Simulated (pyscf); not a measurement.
Optimised with ωB97X-D3(BJ)/def2-SVP in PySCF. Correlated levels are frozen-core, on RHF or UHF. ΔMP2 is the change of the MP2 total energy from the triple- to the quadruple-zeta basis.

Question: Estimate by transition-state theory (the high-pressure limit) the rate constant of O=CH–OH (SMILES O=CO) + H• (SMILES [H]) -> •O–CH₂–OH (SMILES [O]CO) (doublet surface; none broken, C–H formed) at 600 K, with CCSD(T)/def2-TZVPP + ΔMP2(QZVPP) energies (ideal gas, 1 atm, RRHO with modes under 100 cm⁻¹ raised to 100, one conformer, R ln 2 for rigid chiral ones; no tunnelling).

Answer: The electronic barrier is 10.2 kcal/mol and the thermal terms add +13.8, so ΔG‡ = 24.0 kcal/mol. With k_BT/h = 1.25e+13 s⁻¹ and RT = 1.192 kcal/mol, and a volume of 8.18e-20 cm³ per molecule at 1 atm, k = 1.9e-15 cm³ molecule⁻¹ s⁻¹. The product is born with the 17 kcal/mol of the reverse barrier and needs collisions to keep. Wigner's tunnelling factor for 1184i cm⁻¹ would be 1.34. A shift of 1 kcal/mol in the barrier changes k by a factor 2.3. •O–CH₂–OH lies 6.9 kcal/mol over its isomer HO–CH•–OH, and others may lie lower still (electronic energy, ωB97M-D3(BJ)). One saddle was located; it need not be the lowest between these sides. The CCSD(T) − MP2 part came from Ansatz, without density fitting, on the same reference. A UHF reference is spin-contaminated (<S²> up to 0.85), which harms MP2 most.
